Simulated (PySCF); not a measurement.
## Sulfur: a sound run and one with changed settings

Sound run: S [Ne] 3s2 3p4, S⁺ [Ne] 3s2 3p3. All numbers are calculated (PySCF 2.14, the non-relativistic Hamiltonian (point nucleus), in def2-SVP). The sound run starts from symmetry-adapted Hartree-Fock orbitals and uses a fine grid where one is needed.

Changed run: 6 angular points. This setting is unsound on purpose.

```json
{"species": "S", "method": "UHF", "sound run (hartree)": "-397.36640", "changed run (hartree)": "-397.36640", "converged": "yes"}
{"species": "S", "method": "B3LYP", "sound run (hartree)": "-397.99516", "changed run (hartree)": "-398.01439", "converged": "yes"}
{"species": "S", "method": "r2SCAN", "sound run (hartree)": "-397.94920", "changed run (hartree)": "-398.04791", "converged": "yes"}
{"species": "S⁺", "method": "UHF", "sound run (hartree)": "-397.02866", "changed run (hartree)": "-397.02866", "converged": "yes"}
{"species": "S⁺", "method": "B3LYP", "sound run (hartree)": "-397.61142", "changed run (hartree)": "-397.61142", "converged": "yes"}
{"species": "S⁺", "method": "r2SCAN", "sound run (hartree)": "-397.56871", "changed run (hartree)": "-397.56871", "converged": "yes"}
```

Ionisation energy of S:

```
method  sound run (eV)  changed run (eV)
   UHF           9.190             9.190
 B3LYP          10.442            10.965
```

A coarse angular grid integrates products of high-l functions wrongly, so density functionals can shift, and the SCF can exploit the error; Hartree-Fock and MP2 need no grid.

For comparison, NIST gives 10.360 eV between the lowest levels.
